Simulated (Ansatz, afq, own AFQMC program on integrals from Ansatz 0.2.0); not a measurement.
Two steps: Ansatz 0.2.0 writes the Fock matrix and Cholesky factors of the valence space, and afq projects on them the lowest state that overlaps trial and start.

```yaml
crystal:
  periodic: [false, false, false]
  atoms:
    - {symbol: B, position_ang: [0.000000, 0.000000, 0.000000]}
    - {symbol: B, position_ang: [0.000000, 0.000000, 1.561787]}
basis:
  gaussian: {orbitals: cc-pVDZ}
magnetization: {spin_polarized: false, initial_magnetization: 2}
correlation: {method: ccsd_t, electrons: outside_noble_gas, hamiltonian_folder: ham}
```

```sh
$ ansatz run in.yaml --threads 1 --pin off --events-out ev --progress --plain --max-ram 16896MiB --backend cuda --devices 0, --max-vram 18GiB
```

afq runs on the folder ham with

```
--method phaseless --trial cisd --walkers 10 --populations 1 --least-time 40 --time-step 0.01 --steps-per-block 50 --equilibration-blocks 12 --max-blocks 120 --target-error 0.00058 --factor-cut 1e-05 --start determinant --seed 9757 --taylor-order 6
```

Times are imaginary, in 1/Eh. The walk had a cap of 60 s.

```
orbitals 26  electrons 4 2  factors 188 of 266
reference energy -49.08122045 Eh
CCSD correlation -0.17387302 Eh in 11 cycles, weight of the determinant in the CISD state 0.8056
energy of the start -49.255096 Eh
 block  time / (1/Eh)  mean weight  energy / Eh
     1     0.500  1.0055  -49.260048
     2     1.000  1.0056  -49.258639
     3     1.500  1.0071  -49.263307
     4     2.000  1.0002  -49.269599
     5     2.500  0.9951  -49.335806
     8     4.000  0.9955  -49.265548
    13     6.500  1.0026  -49.254593
    22    11.000  1.0008  -49.253801
    31    15.500  0.9952  -49.265820
    40    20.000  0.9998  -49.263701
    49    24.500  0.9956  -49.266040
    58    29.000  0.9991  -49.295813
    67    33.500  1.0078  -49.279282
    76    38.000  0.9893  -49.258261
    85    42.500  0.9991  -49.264032
    91    45.500  0.9938  -49.247093
    94    47.000  0.9995  -49.261014
   103    51.500  0.9969  -49.261234
   112    56.000  1.0056  -49.261028
   121    60.500  0.9982  -49.259840
   130    65.000  1.0011  -49.263805
blocks merged  error / Eh  count
     1  0.001211  120
     2  0.001453  60
     4  0.001655  30
     8  0.002235  15
energy -49.266682 +/- 0.001655 Eh
(rows thinned)
```

Task: Estimate how long the walk took on 1 × NVIDIA H100 80GB HBM3 with 2 threads of AMD EPYC 7R13 Processor (Zen 3), with other jobs on the host (the card was shared).

Result: 24 s of wall time.

The run passed its tests (sampling time, drift between the halves within three errors, error under three times the target), which doesn't prove that it has relaxed.

Against this walk (error 45.0 meV) on the same determinant: CCSD(T) 71.7 meV lower (within the noise), CCSDT(Q) 152.2 meV lower, CCSDTQ 157.8 meV lower, full CI 161.0 meV lower, a separate phaseless walk with a CISD trial and standard settings 19.4 ± 45.2 meV lower (within the noise). The error is statistical and leaves out the bias of the constraint. Full CI is exact here, so the walk's 161 meV above it is the walk's own error: the bias of the constraint with this trial.

Cautions: constraint bias not in the error; error above the target (45.0 against 15.8 meV); lower spins were not checked; a spin-contaminated unrestricted determinant lies lower (UHF 1.72 eV lower, ⟨S²⟩ 2.91); the search met a lower determinant of the same kind, perhaps of another symmetry (415 meV lower), and this one is a saddle point; strong correlation (T1 0.040, weight of the determinant 0.81, largest double 0.31); (T) is large, 8 % of the CCSD correlation; the CCSD(T) amplitudes may be one of several solutions (largest double 0.31); the CCSDT(Q) amplitudes may be one of several solutions (largest double 0.36); the CCSDTQ amplitudes may be one of several solutions (largest double 0.36); so few walkers bias the energy; the time-step error isn't removed.

CCSDT and higher add their correlation energy to the determinant of the CCSD(T) run, since their own runs factorise the integrals more tightly (a shift of under 2 meV). A walk keeps the symmetry of its determinant, which the program's search chose and which needn't be the lowest solution, so a lower state of the same spin and another symmetry isn't excluded.
